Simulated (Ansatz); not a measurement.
**AlCl₂ radical (SMILES [Cl][Al][Cl]): energies and forces away from the minimum**

How good are functionals off equilibrium? 4 randomly displaced structures are computed with CCSD(T) and cheaper methods.

Program: Ansatz 0.2.0, Gaussian basis. Level of theory: single points with forces in def2-TZVPP. These are calculated values, not measurements.

Levels: PBE-D4, r2SCAN-D4, PBE0-D4, wB97M-V, Hartree-Fock, MP2, CCSD, CCSD(T). Each coordinate is moved by a Gaussian draw of the width named (0.7 of it for atoms other than hydrogen): 0.04, 0.12, 0.09, 0.12 Å.

Correlated methods freeze the cores. Orbitals are unrestricted.

11 further runs of the same task are left out: 11 set aside as unsound or not needed.

## 1. Starting geometry

The minimum, relaxed at PBE0-D4: SMILES `[Cl][Al][Cl]`, 3 atoms, charge 0, spin multiplicity 2.

Atoms are counted from 1 here; the program's logs count them from 0.

Bond lengths: Cl1–Al2 2.102 Å, Al2–Cl3 2.102 Å. Angles: Cl1–Al2–Cl3 118.9°.

Geometry (Å):

```xyz
3

Cl    1.3748    0.8683    0.8387
Al   -0.4321    0.5207   -0.1772
Cl   -0.9536   -1.4538   -0.6747
```

Energies of the minimum (eV), from earlier single points: PBE-D4 -31632.08427, r2SCAN-D4 -31643.67029, PBE0-D4 -31634.69083, B3LYP-D4 -31647.41948, wB97M-V -31644.27382, CCSD(T) -31607.40185.

## 2. Structure 1, width 0.04 Å

The input, ccsdt-tzvpp/in.yaml:

```yaml
crystal:
  periodic: [false, false, false]
  atoms:
    - {symbol: Cl, position_ang: [1.332149, 0.860700, 0.865465]}
    - {symbol: Al, position_ang: [-0.379293, 0.507269, -0.230659]}
    - {symbol: Cl, position_ang: [-0.934215, -1.413292, -0.698754]}
basis:
  gaussian: {orbitals: def2-TZVPP}
magnetization: {spin_polarized: true, initial_magnetization: 1}
correlation: {method: ccsd_t}
scf: {omitted_lower_state_checks: [cluster_reference]}
output: {forces: true}
```

The command line of these runs was not kept.

The log of the run, cut to the lines that bear on the results:

```text
Functional definition: HF
  name "HF"
  cite "Fock, Z. Phys. 61, 126 (1930) doi:10.1007/BF01340294"
  parent pbe
[...]
758 factors; integrals over basis functions are off by at most 1.2e-3 eV
[...]
mean field -31594.35588222 eV, -1161.0711632480 hartree, gradient 1.5e-6 eV, S^2 0.753010; 0 other end points of the search recorded, 0 dependent functions left out
15 core orbitals not correlated: weight in the atoms' cores, before any rotation towards them, 1.000 or more for the frozen orbitals, at most 0.000 for the correlated occupied ones
reference -31594.35588222 eV, -1161.0711632480 hartree; 9, 8 occupied and 102, 103 virtual orbitals, 758 factors
second order -11.52799213 eV of doubles, -0.00000000 eV of singles
cycle   1  -12.18604661 eV  change   -6.6e-1 eV  update   6.3e-2
[...]
cycle  12  -12.46904590 eV  change    6.0e-7 eV  update   1.1e-6
perturbative correction -0.53510661 eV, -0.0196648050 hartree
[...]
Total energy: -31607.36003472 eV, -1161.5490570380 hartree
Atom 0 at     1.332149     0.860700     0.865465 Å, force     0.656806     0.113496     0.419282 eV/Å
Atom 1 at    -0.379293     0.507269    -0.230659 Å, force    -0.413213     0.797853    -0.209543 eV/Å
Atom 2 at    -0.934215    -1.413292    -0.698754 Å, force    -0.243593    -0.911349    -0.209739 eV/Å
Dipole moment:    -0.138840     0.175359    -0.076192 e Å
Checks for a lower state left out: cluster_reference
```

Wall time 42 s (2 threads, shared host); peak memory 1.8 GiB.

The other levels were run on the same coordinates; their logs were not kept, and their results stand in the tables.

| method | RMS force component (eV/Å) | RMS error against CCSD(T) (eV/Å) | angle to CCSD(T) forces (°) | dipole (D) |
| --- | --- | --- | --- | --- |
| PBE-D4 | 0.597 | 0.081 | 1.4 | 1.05 |
| r2SCAN-D4 | 0.476 | 0.042 | 1.1 | 1.13 |
| PBE0-D4 | 0.454 | 0.063 | 1.3 | 1.17 |
| wB97M-V | 0.514 | 0.009 | 1.0 | 1.33 |
| CCSD(T) | 0.517 | reference | reference | 1.13 |

## 3. Structure 2, width 0.12 Å

The input, ccsdt-tzvpp/in.yaml:

```yaml
crystal:
  periodic: [false, false, false]
  atoms:
    - {symbol: Cl, position_ang: [1.366571, 0.866571, 0.824192]}
    - {symbol: Al, position_ang: [-0.450217, 0.471405, -0.096754]}
    - {symbol: Cl, position_ang: [-0.802533, -1.532629, -0.619735]}
basis:
  gaussian: {orbitals: def2-TZVPP}
magnetization: {spin_polarized: true, initial_magnetization: 1}
correlation: {method: ccsd_t}
scf: {omitted_lower_state_checks: [cluster_reference]}
output: {forces: true}
```

The log of the run, cut to the lines that bear on the results:

```text
[... 4 set-up lines as earlier in the session ...]
[...]
757 factors; integrals over basis functions are off by at most 1.2e-3 eV
[...]
mean field -31594.38279493 eV, -1161.0721522718 hartree, gradient 1.6e-6 eV, S^2 0.753159; 0 other end points of the search recorded, 0 dependent functions left out
15 core orbitals not correlated: weight in the atoms' cores, before any rotation towards them, 1.000 or more for the frozen orbitals, at most 0.000 for the correlated occupied ones
reference -31594.38279493 eV, -1161.0721522718 hartree; 9, 8 occupied and 102, 103 virtual orbitals, 757 factors
second order -11.52784289 eV of doubles, -0.00000000 eV of singles
cycle   1  -12.18286936 eV  change   -6.6e-1 eV  update   6.4e-2
[...]
cycle  12  -12.46809065 eV  change    6.9e-7 eV  update   1.3e-6
perturbative correction -0.53745500 eV, -0.0197511069 hartree
[...]
Total energy: -31607.38834057 eV, -1161.5500972588 hartree
Atom 0 at     1.366571     0.866571     0.824192 Å, force     0.465589     0.192702     0.252348 eV/Å
Atom 1 at    -0.450217     0.471405    -0.096754 Å, force    -0.364135    -0.087102    -0.185995 eV/Å
Atom 2 at    -0.802533    -1.532629    -0.619735 Å, force    -0.101454    -0.105599    -0.066354 eV/Å
Dipole moment:    -0.193624     0.242595    -0.047278 e Å
Checks for a lower state left out: cluster_reference
```

It took 39 s on 2 threads, shared host; peak memory 1.8 GiB.

| method | RMS force component (eV/Å) | RMS error against CCSD(T) (eV/Å) | angle to CCSD(T) forces (°) | dipole (D) |
| --- | --- | --- | --- | --- |
| PBE-D4 | 0.316 | 0.101 | 13.7 | 1.38 |
| r2SCAN-D4 | 0.212 | 0.034 | 4.7 | 1.50 |
| PBE0-D4 | 0.198 | 0.054 | 8.7 | 1.54 |
| wB97M-V | 0.239 | 0.017 | 4.0 | 1.70 |
| CCSD(T) | 0.240 | reference | reference | 1.51 |

## 4. Structure 3, width 0.09 Å

The input, ccsdt-tzvpp/in.yaml:

```yaml
crystal:
  periodic: [false, false, false]
  atoms:
    - {symbol: Cl, position_ang: [1.470981, 0.919657, 0.884805]}
    - {symbol: Al, position_ang: [-0.426665, 0.566491, -0.225370]}
    - {symbol: Cl, position_ang: [-0.898529, -1.520584, -0.790996]}
basis:
  gaussian: {orbitals: def2-TZVPP}
magnetization: {spin_polarized: true, initial_magnetization: 1}
correlation: {method: ccsd_t}
scf: {omitted_lower_state_checks: [cluster_reference]}
output: {forces: true}
```

The log of the run, cut to the lines that bear on the results:

```text
[... 4 set-up lines as earlier in the session ...]
[...]
755 factors; integrals over basis functions are off by at most 1.1e-3 eV
[...]
mean field -31594.18417781 eV, -1161.0648532274 hartree, gradient 2.8e-6 eV, S^2 0.754929; 0 other end points of the search recorded, 0 dependent functions left out
15 core orbitals not correlated: weight in the atoms' cores, before any rotation towards them, 1.000 or more for the frozen orbitals, at most 0.000 for the correlated occupied ones
reference -31594.18417781 eV, -1161.0648532274 hartree; 9, 8 occupied and 102, 103 virtual orbitals, 755 factors
second order -11.54103164 eV of doubles, -0.00000000 eV of singles
cycle   1  -12.19093243 eV  change   -6.5e-1 eV  update   6.8e-2
[...]
cycle  13  -12.49025414 eV  change   -1.5e-6 eV  update   1.0e-6
perturbative correction -0.55020677 eV, -0.0202197259 hartree
[...]
Total energy: -31607.22463872 eV, -1161.5440813267 hartree
Atom 0 at     1.470981     0.919657     0.884805 Å, force    -1.280811    -0.211365    -0.745399 eV/Å
Atom 1 at    -0.426665     0.566491    -0.225370 Å, force     1.009350    -1.097915     0.404268 eV/Å
Atom 2 at    -0.898529    -1.520584    -0.790996 Å, force     0.271461     1.309280     0.341131 eV/Å
Dipole moment:    -0.272963     0.316439    -0.106500 e Å
Checks for a lower state left out: cluster_reference
```

It took 41 s on 2 threads, shared host; peak memory 1.8 GiB.

| method | RMS force component (eV/Å) | RMS error against CCSD(T) (eV/Å) | angle to CCSD(T) forces (°) | dipole (D) |
| --- | --- | --- | --- | --- |
| PBE-D4 | 0.690 | 0.162 | 0.8 | 1.91 |
| r2SCAN-D4 | 0.840 | 0.013 | 0.3 | 2.06 |
| PBE0-D4 | 0.852 | 0.004 | 0.3 | 2.11 |
| wB97M-V | 0.805 | 0.047 | 0.2 | 2.30 |
| CCSD(T) | 0.852 | reference | reference | 2.07 |

## 5. Structure 4, width 0.12 Å

The input, ccsdt-tzvpp/in.yaml:

```yaml
crystal:
  periodic: [false, false, false]
  atoms:
    - {symbol: Cl, position_ang: [1.245342, 0.744804, 0.912366]}
    - {symbol: Al, position_ang: [-0.442423, 0.530676, -0.108748]}
    - {symbol: Cl, position_ang: [-0.983564, -1.698235, -0.700459]}
basis:
  gaussian: {orbitals: def2-TZVPP}
magnetization: {spin_polarized: true, initial_magnetization: 1}
correlation: {method: ccsd_t}
scf: {omitted_lower_state_checks: [cluster_reference]}
output: {forces: true}
```

The log of the run, cut to the lines that bear on the results:

```text
[... 4 set-up lines as earlier in the session ...]
[...]
760 factors; integrals over basis functions are off by at most 1.2e-3 eV
[...]
mean field -31593.88267190 eV, -1161.0537730895 hartree, gradient 2.4e-6 eV, S^2 0.754832; 0 other end points of the search recorded, 0 dependent functions left out
15 core orbitals not correlated: weight in the atoms' cores, before any rotation towards them, 1.000 or more for the frozen orbitals, at most 0.000 for the correlated occupied ones
reference -31593.88267190 eV, -1161.0537730895 hartree; 9, 8 occupied and 102, 103 virtual orbitals, 760 factors
second order -11.53037857 eV of doubles, -0.00000000 eV of singles
cycle   1  -12.18307648 eV  change   -6.5e-1 eV  update   6.7e-2
[...]
cycle  14  -12.47759418 eV  change    5.6e-7 eV  update   9.8e-7
perturbative correction -0.54484706 eV, -0.0200227602 hartree
[...]
Total energy: -31606.90511314 eV, -1161.5323389780 hartree
Atom 0 at     1.245342     0.744804     0.912366 Å, force     1.983485     0.341811     1.211060 eV/Å
Atom 1 at    -0.442423     0.530676    -0.108748 Å, force    -2.440023    -2.503465    -1.744669 eV/Å
Atom 2 at    -0.983564    -1.698235    -0.700459 Å, force     0.456538     2.161654     0.533610 eV/Å
Dipole moment:    -0.006501     0.558677     0.064524 e Å
Checks for a lower state left out: cluster_reference
```

Wall time 43 s (2 threads, shared host); peak memory 1.8 GiB.

| method | RMS force component (eV/Å) | RMS error against CCSD(T) (eV/Å) | angle to CCSD(T) forces (°) | dipole (D) |
| --- | --- | --- | --- | --- |
| PBE-D4 | 1.624 | 0.150 | 4.5 | 2.51 |
| r2SCAN-D4 | 1.619 | 0.080 | 0.4 | 2.69 |
| PBE0-D4 | 1.613 | 0.090 | 1.1 | 2.73 |
| wB97M-V | 1.627 | 0.074 | 0.7 | 2.89 |
| CCSD(T) | 1.698 | reference | reference | 2.70 |

## 6. All structures together

Energy above the minimum (eV):

| structure | width (Å) | PBE-D4 | r2SCAN-D4 | PBE0-D4 | wB97M-V | Hartree-Fock | MP2 | CCSD | CCSD(T) |
| --- | --- | --- | --- | --- | --- | --- | --- | --- | --- |
| 1 | 0.04 | 0.056 | 0.037 | 0.034 | 0.043 | 0.035 | 0.036 | 0.038 | 0.042 |
| 2 | 0.12 | 0.018 | 0.010 | 0.009 | 0.012 | 0.008 | 0.010 | 0.012 | 0.014 |
| 3 | 0.09 | 0.122 | 0.181 | 0.187 | 0.165 | 0.207 | 0.195 | 0.189 | 0.177 |
| 4 | 0.12 | 0.445 | 0.479 | 0.482 | 0.471 | 0.508 | 0.507 | 0.503 | 0.497 |

Miss and cost, level by level (times from a shared host):

| method | mean energy error from CCSD(T) (eV) | mean time a point |
| --- | --- | --- |
| PBE-D4 | 0.031 | 0.85 s |
| r2SCAN-D4 | 0.007 | 1.8 s |
| PBE0-D4 | 0.009 | 1.2 s |
| wB97M-V | 0.010 | 3.5 s |
| Hartree-Fock | 0.013 | part of the CCSD(T) run |
| MP2 | 0.009 | part of the CCSD(T) run |
| CCSD | 0.006 | part of the CCSD(T) run |
| CCSD(T) | 0 | 41 s |

For cost: r2SCAN-D4 comes within 0.007 eV at 1.8 s a point, where CCSD(T) needs 41 s.

## 7. Outcome

| quantity | value |
| --- | --- |
| energy above the minimum, CCSD(T) | 0.042, 0.014, 0.177, 0.497 eV |
| mean energy error | PBE-D4 0.031, r2SCAN-D4 0.007, PBE0-D4 0.009, wB97M-V 0.010, Hartree-Fock 0.013, MP2 0.009, CCSD 0.006 eV |
| mean RMS force error | PBE-D4 0.124, r2SCAN-D4 0.042, PBE0-D4 0.053, wB97M-V 0.037 eV/Å |
| largest T1 diagnostic | 0.013 |

**Reading.** In energy CCSD is nearest to CCSD(T) and PBE-D4 farthest. For forces wB97M-V is best, off by 4 % of the typical force, and PBE-D4 worst (15 %); with few structures and a triple-zeta reference, gaps of a few points rank nothing.
